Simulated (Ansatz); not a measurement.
# Ge–B–NH, doublet: reading a ladder of total energies

Geometry: that of the Ge–B–NH, quartet, kept fixed.

```xyz
4

Ge    0.0000    0.0000   -2.3474
B     0.0000    0.0000   -0.3744
N     0.0000    0.0000    0.8650
H     0.0000    0.0000    1.8568
```

Basis cc-pVDZ; Ansatz 0.2.0. Only valence electrons are correlated (noble-gas cores and the filled d shells of p-block atoms frozen), which leaves 13 electrons in 44 orbitals. Prefix R: restricted or restricted open-shell reference; prefix U: unrestricted. No spin–orbit coupling is included, and no scalar relativity.

Full CI isn't at hand for all of this; UCCSDT(Q) serves as the reference, and is uncertain by about the last step of the cluster series.

Runs differ by some tens of microhartree through their thresholds and, for an open shell, their frozen cores, so steps under 0.03 kcal/mol mean nothing.

```
    level  total energy (hartree)
      UHF            -2155.019679
     UMP2            -2155.314792
    UCCSD            -2155.340610
 UCCSD(T)            -2155.353579
   UCCSDT            -2155.354592
UCCSDT(Q)            -2155.355833
```

Question: What is the correlation energy at UCCSDT(Q), and what share of it do UMP2 and UCCSD recover?

Answer: E(corr) = -2155.355833 − (-2155.019679) = -0.336154 hartree = -9.147 eV. UMP2: -0.295113 / -0.336154 = 87.79 %. UCCSD: -0.320931 / -0.336154 = 95.47 %.

Question: By how many kcal/mol does UCCSD(T) miss UCCSDT(Q) (1 hartree = 627.509 kcal/mol), and which steps make up the rest?

Answer: -2155.353579 − (-2155.355833) = 0.002254 hartree = 1.41 kcal/mol. Steps: UCCSDT − UCCSD(T) = -0.64, UCCSDT(Q) − UCCSDT = -0.78 kcal/mol. Differences between like states or geometries often cancel part of this.
